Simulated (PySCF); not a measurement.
Fill in the blanks.

AlH₄ (charge -1).
Structure used (PBE0-D3(BJ)/def2-SVP), in Å, numbered top down from 1:
```xyz
5
AlH4 angstrom
Al     0.0035    0.0013   -0.0069
H      0.6231    1.1907   -0.9693
H     -1.0845    0.6568    1.0475
H      1.2267   -0.7150    0.8390
H     -0.7516   -1.1281   -0.9447
```

```csv
property,level,value
point group,PBE0-D3(BJ)/def2-SVP,Td
"rotational constants A, B, C",PBE0-D3(BJ)/def2-SVP,?
HOMO energy,PBE0/pcSseg-1,?
LUMO energy,PBE0/pcSseg-1,6.28 eV
1H chemical shifts (computed TMS as zero) by class,GIAO PBE0/pcSseg-1,?
"isotropic shieldings of nuclei other than C and H, by class",GIAO PBE0/pcSseg-1,489 (Al1) ppm
core binding energies,"ΔSCF SCAN, pcX-2 on the ionised atom, pcseg-1 elsewhere, spin-free X2C",?
```

The electronic properties come from PySCF, for the isolated species, density fitting. No diffuse functions stand in pcSseg-1, which bears on an anion's orbital energies.

**Question.** What is the HOMO energy?

**Answer.** -2.25 eV.

**Question.** What are the rotational constants A, B, C?

**Answer.** 69.021, 69.005, 69.001 GHz.

**Question.** What are the core binding energies?

**Answer.** Al1s 1559.7 (Al1) eV.

**Question.** What are the 1H chemical shifts (computed TMS as zero) by class?

**Answer.** 3.12 (H2/H3/H4/H5) ppm.

The rotational constants are those of a spherical top; the small spread among constants that symmetry makes equal is optimisation noise. With B = h/(8π²I), that is 505.379 GHz u Å² over I, the principal moments of inertia are 7.3, 7.3 and 7.3 u Å² (most abundant isotopes); the inertial defect Ic − Ia − Ib is -7.3 u Å² (zero for a rigid planar frame, negative otherwise).

For the NMR shielding job (PBE0/pcSseg-1), the run took 1.2 s on Arm Neoverse V1, one thread, shared host with 32 logical CPUs at a one-minute load of 22, and the process peaked at 0.26 GiB of memory.
